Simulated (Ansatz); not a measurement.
I need a single point from an input written key by key of C₂Cl₄, SMILES ClC(Cl)=C(Cl)Cl. Use Ansatz 0.2.0, Python API. Level of theory: Hartree-Fock, def2-SVP basis, multiplicity 1.

```xyz
6

Cl   -1.9778    0.8497    0.3127
C    -0.3361    0.5548   -0.1760
Cl    0.3688    1.8059   -1.1552
C     0.3361   -0.5548    0.1760
Cl    1.9778   -0.8497   -0.3127
Cl   -0.3688   -1.8059    1.1552
```

`c2cl4_deck.py`:
```python
'''Run C2Cl4 from an input written out key by key.'''

import ansatz as az
import numpy as np

DECK = '''
crystal:
  periodic: [false, false, false]
  atoms:
    - { symbol: Cl, position_ang: [-1.9778, 0.8497, 0.3127] }
    - { symbol: C, position_ang: [-0.3361, 0.5548, -0.176] }
    - { symbol: Cl, position_ang: [0.3688, 1.8059, -1.1552] }
    - { symbol: C, position_ang: [0.3361, -0.5548, 0.176] }
    - { symbol: Cl, position_ang: [1.9778, -0.8497, -0.3127] }
    - { symbol: Cl, position_ang: [-0.3688, -1.8059, 1.1552] }
basis:
  gaussian: { orbitals: def2-SVP }
hamiltonian:
  xc: hf
output:
  forces: true
'''

session = az.Session.from_yaml(DECK)
report = session.plan(threads=1).execute().report

print(f'E = {report["free_energy_ev"]:.6f} eV = {report["free_energy_ev"] / 27.211386246:.7f} Ha')
print('converged:', report['converged'], ' doubts:', report['published_state_doubts'] or 'none')
symbols = ['Cl', 'C', 'Cl', 'C', 'Cl', 'Cl']
field = report['mean_field']
print('<S^2> =', round(abs(field['state']['spin_squared']), 4), ' all-electron relativity setting:', field['relativity'])
print('passes:', field['passes'])
if 'symmetry' in field:
    print('occupied orbitals by irrep:', field['symmetry']['occupied'])

print('forces (eV/A)')
for symbol, f in zip(symbols, report['forces_ev_ang']):
    print(f'  {symbol:2s} {f[0]:9.4f} {f[1]:9.4f} {f[2]:9.4f}')
charges = report['charge_distribution']
print('dipole moment', round(4.803205 * float(np.linalg.norm(charges['dipole_moment_e_ang'])), 3), 'D')
print('Mulliken:', [(s, round(q, 3)) for s, q in zip(symbols, charges['mulliken_charges_e'])])
```

```console
$ python c2cl4_deck.py
E = -52056.072462 eV = -1913.0253781 Ha
converged: True  doubts: none
<S^2> = 0.0  all-electron relativity setting: none
passes: {'evaluations': 13, 'products': 26}
occupied orbitals by irrep: [{'Ag': 20, 'Au': 20}, {'Ag': 20, 'Au': 20}]
forces (eV/A)
  Cl    0.5811   -0.1119   -0.1687
  C     0.3242   -0.5376    0.1706
  Cl   -0.2420   -0.4481    0.3466
  C    -0.3242    0.5376   -0.1706
  Cl   -0.5811    0.1119    0.1687
  Cl    0.2420    0.4481   -0.3466
dipole moment 0.0 D
Mulliken: [('Cl', -0.058), ('C', 0.116), ('Cl', -0.058), ('C', 0.116), ('Cl', -0.058), ('Cl', -0.058)]
```

Caveats:
- Total energies depend on the basis set; only differences at equal settings carry meaning.
- The geometry is a force-field or estimated start, not a minimum of this method, and the basis set is short of its limit.
- Run time: 1.6 s on 1 thread of Arm Neoverse V2 (shared host), peak memory 0.26 GiB.
